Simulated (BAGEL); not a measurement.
# C4H7 (SMILES [H]/[C]=C\CC), run twice

Aim: a single-point energy of C4H7 at ROHF/6-31G* (density fitting with qzvpp-jkfit, spherical functions).

The results are computed with BAGEL 1.2.2.

3 further runs of the same task are left out: 1 that didn't finish, 2 set aside as unsound or not needed.

**1. The molecule**

C4H7 has 11 atoms, charge 0, and is taken as a doublet. As SMILES, `[H]/[C]=C\CC`. One bond was lengthened or shortened from a relaxed shape.

Bond lengths: C1–C2 1.483 Å, C2–C3 1.524 Å, C3–C4 1.523 Å, C1–H5 1.065 Å, C2–H6 1.085 Å, C3–H7 1.093 Å, C3–H8 1.091 Å, C4–H9 1.088 Å, C4–H10 1.088 Å, C4–H11 1.088 Å. Some angles: C1–C2–C3 126.2°, C2–C3–C4 110.5°, C1–C2–H6 120.8°, C3–C2–H6 113.0°, C2–C1–H5 138.6°, C2–C3–H7 108.0°, C2–C3–H8 109.5°, C4–C3–H7 109.9°, C4–C3–H8 110.2°, C3–C4–H9 110.7°.

**2. Try one**

input.json reads:

```json
{ "bagel" : [

{
  "title" : "molecule",
  "basis" : "6-31gs.json",
  "df_basis" : "qzvpp-jkfit",
  "angstrom" : true,
  "geometry" : [
    { "atom" : "C", "xyz" : [   -1.622725,    1.664745,   -0.530690 ] },
    { "atom" : "C", "xyz" : [   -0.472090,    1.071700,    0.192110 ] },
    { "atom" : "C", "xyz" : [    0.505970,    0.042070,   -0.361920 ] },
    { "atom" : "C", "xyz" : [    0.472600,   -1.230790,    0.474470 ] },
    { "atom" : "H", "xyz" : [   -2.078105,    1.607595,   -1.491980 ] },
    { "atom" : "H", "xyz" : [   -0.258280,    1.349800,    1.218830 ] },
    { "atom" : "H", "xyz" : [    1.507670,    0.478500,   -0.336360 ] },
    { "atom" : "H", "xyz" : [    0.251450,   -0.181080,   -1.398960 ] },
    { "atom" : "H", "xyz" : [    0.742950,   -1.019210,    1.506900 ] },
    { "atom" : "H", "xyz" : [    1.174370,   -1.961500,    0.076730 ] },
    { "atom" : "H", "xyz" : [   -0.523970,   -1.667120,    0.462310 ] }
  ]
},
{ "title" : "uhf", "nopen" : 1 },
{ "title" : "print", "file" : "orbitals.molden", "orbitals" : true }

]}
```

The basis set 6-31G* is read from a file made from the Basis Set Exchange's data (not shown).

On the command line:

```
$ BAGEL_NUM_THREADS=1 BAGEL input.json > input.out
```

What it wrote:

```text
* using 1 threads per process

  ===============================================================
  ===============================================================

  *** Geometry ***

  { "atom" : "C", "xyz" : [     -3.066506,      3.145912,     -1.002859 ] },
  { "atom" : "C", "xyz" : [     -0.892121,      2.025219,      0.363035 ] },
  { "atom" : "C", "xyz" : [      0.956145,      0.079501,     -0.683930 ] },
  { "atom" : "C", "xyz" : [      0.893085,     -2.325856,      0.896618 ] },
  { "atom" : "H", "xyz" : [     -3.927049,      3.037914,     -2.819434 ] },
  { "atom" : "H", "xyz" : [     -0.488078,      2.550752,      2.303255 ] },
  { "atom" : "H", "xyz" : [      2.849083,      0.904234,     -0.635628 ] },
  { "atom" : "H", "xyz" : [      0.475172,     -0.342192,     -2.643651 ] },
  { "atom" : "H", "xyz" : [      1.403972,     -1.926028,      2.847628 ] },
  { "atom" : "H", "xyz" : [      2.219238,     -3.706698,      0.144999 ] },
  { "atom" : "H", "xyz" : [     -0.990160,     -3.150400,      0.873639 ] },

  Number of auxiliary basis functions:      426

  Since a DF basis is specified, we compute 2- and 3-index integrals:
    o Being stored without compression. Storage requirement is 0.017 GB

  Number of basis functions:       70
  Number of electrons      :       31

    * METHOD: MOLECULE                             0.13

  *** Open-shell HF ***

  === Nuclear Repulsion ===
   107.3015607569

      * DIIS with orbital gradients will be used.

  === UHF iteration (6-31gs.json) ===
      0       -155.30622165          0.03013871           0.06
      1       -155.40634915          0.01091523           0.06
      2       -155.41974473          0.00581937           0.06
      3       -155.42383947          0.00185449           0.06
      4       -155.42592240          0.00063935           0.06
      5       -155.42744347          0.00033699           0.05
      6       -155.43053108          0.00023371           0.08
      7       -155.43334139          0.00025643           0.07
      8       -155.43121558          0.00024303           0.07
      9       -155.42233240          0.00049389           0.08
     10       -155.42474879          0.00039574           0.07
     11       -155.42582779          0.00037757           0.05
     12       -155.42797086          0.00038509           0.05
     13       -155.43742243          0.00048559           0.05
     14       -155.42510806          0.00069232           0.05
     15       -155.42542308          0.00026792           0.05
     16       -155.42348000          0.00024073           0.05
     17       -155.42398812          0.00013726           0.05
     18       -155.42167994          0.00023121           0.05
     19       -155.42061092          0.00009015           0.06
     20       -155.42001498          0.00002695           0.07
     21       -155.41985295          0.00003150           0.07
     22       -155.41972400          0.00002108           0.05
     23       -155.41968761          0.00001811           0.05
     24       -155.41966547          0.00001355           0.05
     25       -155.41963785          0.00000698           0.05
     26       -155.41963620          0.00000664           0.05
[... 60 lines of this table left out ...]
     87       -155.41961548          0.00000433           0.05
     88       -155.41960899          0.00000508           0.05
     89       -155.41961543          0.00000608           0.05
     90       -155.41960791          0.00000594           0.06
     91       -155.41963672          0.00000983           0.05
     92       -155.41962124          0.00000559           0.05
     93       -155.41961530          0.00000528           0.05
     94       -155.41961842          0.00000546           0.05
     95       -155.41961234          0.00000583           0.05
     96       -155.41961788          0.00000541           0.04
     97       -155.41960313          0.00000631           0.05
     98       -155.41963200          0.00000807           0.04
     99       -155.41962673          0.00000749           0.04
    * Max iteration reached in SCF.

    * S^2 (UHF) is 0.9034

    * Permanent dipole moment:
           (   -0.220937,     0.258240,     0.143766) a.u.

    * METHOD: UHF                                  5.39

    * METHOD: PRINT                                0.01

  ===============================================================
```

Run time: 6 s. Hardware: 1 thread of Intel Xeon 6975P-C (Granite Rapids), shared host; peak memory 0.086 GiB.

**3. What went wrong**

The run stopped without converging.

In place of `{ "title" : "uhf", "nopen" : 1 },`, `BAGEL_NUM_THREADS=1 BAGEL input.json > input.out` the sound input has `{ "title" : "rohf", "nopen" : 1 },`, `BAGEL_NUM_THREADS=1 BAGEL calc.json > calc.out`. The next try takes another reference, ROHF in place of UHF: a different method, not a cure for the first.

**4. Second attempt**

calc.json reads:

```json
{ "bagel" : [

{
  "title" : "molecule",
  "basis" : "6-31gs.json",
  "df_basis" : "qzvpp-jkfit",
  "angstrom" : true,
  "geometry" : [
    { "atom" : "C", "xyz" : [   -1.622725,    1.664745,   -0.530690 ] },
    { "atom" : "C", "xyz" : [   -0.472090,    1.071700,    0.192110 ] },
    { "atom" : "C", "xyz" : [    0.505970,    0.042070,   -0.361920 ] },
    { "atom" : "C", "xyz" : [    0.472600,   -1.230790,    0.474470 ] },
    { "atom" : "H", "xyz" : [   -2.078105,    1.607595,   -1.491980 ] },
    { "atom" : "H", "xyz" : [   -0.258280,    1.349800,    1.218830 ] },
    { "atom" : "H", "xyz" : [    1.507670,    0.478500,   -0.336360 ] },
    { "atom" : "H", "xyz" : [    0.251450,   -0.181080,   -1.398960 ] },
    { "atom" : "H", "xyz" : [    0.742950,   -1.019210,    1.506900 ] },
    { "atom" : "H", "xyz" : [    1.174370,   -1.961500,    0.076730 ] },
    { "atom" : "H", "xyz" : [   -0.523970,   -1.667120,    0.462310 ] }
  ]
},
{ "title" : "rohf", "nopen" : 1 },
{ "title" : "print", "file" : "orbitals.molden", "orbitals" : true }

]}
```

The basis set 6-31G* is read from a file made from the Basis Set Exchange's data (not shown).

On the command line:

```
$ BAGEL_NUM_THREADS=1 BAGEL calc.json > calc.out
```

What it wrote:

```text
* using 1 threads per process

  ===============================================================
  ===============================================================

  *** Geometry ***

  { "atom" : "C", "xyz" : [     -3.066506,      3.145912,     -1.002859 ] },
  { "atom" : "C", "xyz" : [     -0.892121,      2.025219,      0.363035 ] },
  { "atom" : "C", "xyz" : [      0.956145,      0.079501,     -0.683930 ] },
  { "atom" : "C", "xyz" : [      0.893085,     -2.325856,      0.896618 ] },
  { "atom" : "H", "xyz" : [     -3.927049,      3.037914,     -2.819434 ] },
  { "atom" : "H", "xyz" : [     -0.488078,      2.550752,      2.303255 ] },
  { "atom" : "H", "xyz" : [      2.849083,      0.904234,     -0.635628 ] },
  { "atom" : "H", "xyz" : [      0.475172,     -0.342192,     -2.643651 ] },
  { "atom" : "H", "xyz" : [      1.403972,     -1.926028,      2.847628 ] },
  { "atom" : "H", "xyz" : [      2.219238,     -3.706698,      0.144999 ] },
  { "atom" : "H", "xyz" : [     -0.990160,     -3.150400,      0.873639 ] },

  Number of auxiliary basis functions:      426

  Since a DF basis is specified, we compute 2- and 3-index integrals:
    o Being stored without compression. Storage requirement is 0.017 GB

  Number of basis functions:       70
  Number of electrons      :       31

    * METHOD: MOLECULE                             0.19

  *** Open-shell HF ***

  === Nuclear Repulsion ===
   107.3015607569

      * DIIS with orbital gradients will be used.

  === ROHF iteration (6-31gs.json) ===
      0       -155.30622165          0.03013871           0.07
      1       -155.40299851          0.01098302           0.06
      2       -155.41598932          0.00589020           0.06
      3       -155.41976379          0.00191193           0.06
      4       -155.42038589          0.00061700           0.05
      5       -155.42054170          0.00023677           0.05
      6       -155.42056724          0.00006002           0.07
      7       -155.42058528          0.00002675           0.06
      8       -155.42058791          0.00001494           0.05
      9       -155.42058893          0.00000902           0.05
     10       -155.42058921          0.00000620           0.05
     11       -155.42058937          0.00000339           0.07
     12       -155.42058932          0.00000143           0.08
     13       -155.42058931          0.00000057           0.07
     14       -155.42058931          0.00000030           0.07
     15       -155.42058932          0.00000012           0.05
     16       -155.42058932          0.00000006           0.05
     17       -155.42058932          0.00000004           0.05
     18       -155.42058932          0.00000003           0.06
     19       -155.42058932          0.00000002           0.07
     20       -155.42058932          0.00000002           0.05
     21       -155.42058932          0.00000001           0.06
    * SCF iteration converged.

    * S^2 (ROHF) is 0.7500

    * Permanent dipole moment:
           (   -0.229343,     0.260785,     0.130636) a.u.

    * METHOD: ROHF                                 1.44

    * METHOD: PRINT                                0.01

  ===============================================================
```

Run time: 2.1 s. Hardware: 1 thread of Intel Xeon 6975P-C (Granite Rapids), shared host; peak memory 0.084 GiB.

**5. Results**

Level: ROHF/6-31G* (density fitting with qzvpp-jkfit, spherical functions).

```
     quantity          value
 total energy  -155.42059 Eh
dipole moment         0.94 D
         ⟨S²⟩          0.750
```
